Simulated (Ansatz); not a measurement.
Basis sets compared for the cluster Mg₃H₄. Charge 0, multiplicity 1. Geometry r2SCAN-D4/def2-TZVP. Ansatz on 4 threads of Arm Neoverse V2 on a shared host; times are rough, and most runs start from earlier orbitals.

Cartesian coordinates in Å:
```
Mg 0.5071 -0.8452 -1.0559
Mg 0.7485 2.5066 -0.5171
Mg -0.7616 0.0023 1.2277
H 1.3438 -1.2055 -2.5002
H -1.2375 -0.3873 -0.5433
H -1.4965 0.6834 2.6107
H 0.8962 -0.7543 0.7781
```

The structure comes from a short search, and lower isomers may exist.

Binding counts from free atoms (Mg singlet, H doublet) in the same basis, without a counterpoise term.

```json
{"level": "PBE-D4/def2-SVP", "functions": "74", "energy (Eh)": "-601.9946", "HOMO (eV)": "-5.56", "LUMO (eV)": "-2.74", "binding per atom (eV)": "1.50", "wall time": "0.5 s"}
{"level": "PBE-D4/def2-TZVP", "functions": "120", "energy (Eh)": "-602.2133", "HOMO (eV)": "-5.57", "LUMO (eV)": "-2.70", "binding per atom (eV)": "1.50", "wall time": "0.75 s"}
{"level": "r2SCAN-D4/def2-TZVP (with forces)", "functions": "120", "energy (Eh)": "-602.5053", "HOMO (eV)": "-5.70", "LUMO (eV)": "-2.58", "binding per atom (eV)": "1.58", "wall time": "2 s"}
{"level": "PBE0-D4/def2-SVP", "functions": "74", "energy (Eh)": "-602.0552", "HOMO (eV)": "-6.30", "LUMO (eV)": "-2.16", "binding per atom (eV)": "1.50", "wall time": "0.9 s"}
{"level": "PBE0-D4/def2-TZVP", "functions": "120", "energy (Eh)": "-602.2738", "HOMO (eV)": "-6.31", "LUMO (eV)": "-2.11", "binding per atom (eV)": "1.51", "wall time": "1.4 s"}
```

Estimate the rows for PBE-D4/def2-TZVPD, r2SCAN-D4/def2-TZVPD, PBE0-D4/def2-TZVPD.


```csv
level,functions,energy (Eh),HOMO (eV),LUMO (eV),binding per atom (eV),wall time
PBE-D4/def2-TZVPD,141,-602.2141,-5.56,-2.70,1.50,1.1 s
r2SCAN-D4/def2-TZVPD,141,-602.5060,-5.69,-2.58,1.58,2.5 s
PBE0-D4/def2-TZVPD,141,-602.2746,-6.30,-2.11,1.51,1.2 s
```
